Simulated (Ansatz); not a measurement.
## C4H6ClF, SMILES C/C=C(/Cl)CF: a comparison of dispersion corrections, step by step

Computed with Ansatz's Python interface.

Run as a notebook:

In [1]:
```python
import ansatz
from rdkit import Chem
from rdkit.Chem import AllChem
```

In [2]:
```python
BASIS = "def2-SVP"
```

In [3]:
```python
# a force-field geometry from the SMILES
rd = Chem.AddHs(Chem.MolFromSmiles("C/C=C(/Cl)CF"))
AllChem.EmbedMolecule(rd, randomSeed=932)
AllChem.UFFOptimizeMolecule(rd)
mol = ansatz.Crystal.molecule()
for atom, xyz in zip(rd.GetAtoms(), rd.GetConformer().GetPositions()):
    mol = mol.atom(atom.GetSymbol(), xyz.round(5).tolist())
```

In [4]:
```python
setup = mol.calculation().basis(gaussian=BASIS)
for name in ["revpbe", "blyp"]:
    for correction in ("d3bj", "d4"):
        report = setup.functional(name, dispersion=correction).run(threads=1).report
        print(f"{name:8s} {correction:5s} total {report['free_energy_ev']:.5f} eV, of which dispersion {1000 * report['dispersion']['energy']['ev']:.2f} meV")
```
```text
revpbe   d3bj  total -19471.70579 eV, of which dispersion -692.23 meV
revpbe   d4    total -19471.86974 eV, of which dispersion -856.19 meV
blyp     d3bj  total -19473.23620 eV, of which dispersion -571.81 meV
blyp     d4    total -19473.24468 eV, of which dispersion -580.29 meV
```

Notes:
- Total energies depend on the basis set; only differences at equal settings carry meaning.
- The geometry is a force-field or estimated start, not a minimum of this method, and the basis set is short of its limit. D4 holds the three-body term, and d3bj doesn't.
- Wall time of the script: 15 s on 1 thread of Arm Neoverse V2, with other jobs on the host, peak memory 0.27 GiB.
